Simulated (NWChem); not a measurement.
Species: CH cation, singlet

```xyz
2

C      0.0000     0.0000    -0.1450
H      0.0000     0.0000     1.0022
```
Atoms are numbered in this order, from 1.

Computed with NWChem. Low-valent species are run as closed-shell singlets; no triplet was tried in these runs. Structure relaxed at the PBE0/def2-SVP level. Core excitations by TDA in a window of 1s orbitals, non-relativistic and unshifted: absolute energies depend strongly on the exact-exchange share.

Question: What does the run give for C K edge, PBE/def2-TZVP? Quantities: first 1s excitation (eV); dipole oscillator strength of the first; first state with f > 0.002 (eV); dipole oscillator strength of that state.

Answer: 
| Property | Result |
|---|---|
| first 1s excitation (eV) | 270.6 |
| dipole oscillator strength of the first | 0.0877 |
| first state with f > 0.002 (eV) | 270.6 |
| dipole oscillator strength of that state | 0.0877 |
